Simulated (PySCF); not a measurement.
A structure optimised at ωB97X-D3(BJ)/def2-TZVPD, used in a PySCF frequency run:

```xyz
3

P      0.0000     0.0000     0.1160
H      0.0000    -1.0212    -0.8702
H      0.0000     1.0212    -0.8702
```
Charge 0, spin multiplicity 2.

### Question
Write its SMILES, formula and point group.

### Answer
[PH2], H₂P, C2v

### Question
What are its rotational constants (standard atomic weights)?

### Answer
274.54, 240.38, 128.16 GHz
